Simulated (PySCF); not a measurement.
# Relaxation of singlet SiO₂

All numbers come from PySCF, PBE0, basis Si def2-TZVP, O def2-TZVP (no relativity, density fitting). A (50,194) grid was used.

A hand-made linear start, of D∞h symmetry, held to at least that symmetry:

```xyz
3
charge 0 multiplicity 1, angstrom
Si    0.0000    0.0000    0.0000
O     0.0000    0.0000    1.6400
O     0.0000    0.0000   -1.6400
```

Optimiser trace:
```json
{"step": "0", "E − E(last) (kJ/mol)": "81.26", "largest gradient (Eh/bohr)": "0.10717"}
{"step": "1", "E − E(last) (kJ/mol)": "4.48", "largest gradient (Eh/bohr)": "0.03442"}
{"step": "2", "E − E(last) (kJ/mol)": "0.79", "largest gradient (Eh/bohr)": "0.01337"}
{"step": "3", "E − E(last) (kJ/mol)": "0.00", "largest gradient (Eh/bohr)": "0.00108"}
{"step": "4", "E − E(last) (kJ/mol)": "0.00", "largest gradient (Eh/bohr)": "0.00004"}
```

It ends at D∞h with Si–O 1.506 Å (×2); O–Si–O 180.0°. A frequency run shows a minimum.

Final geometry:
Z-matrix (Å, degrees; charge 0 multiplicity 1):
```
Si
O  1 1.5060
O  1 1.5060 2 180.00
```

The relaxation took roughly 10 core-seconds on a shared host.
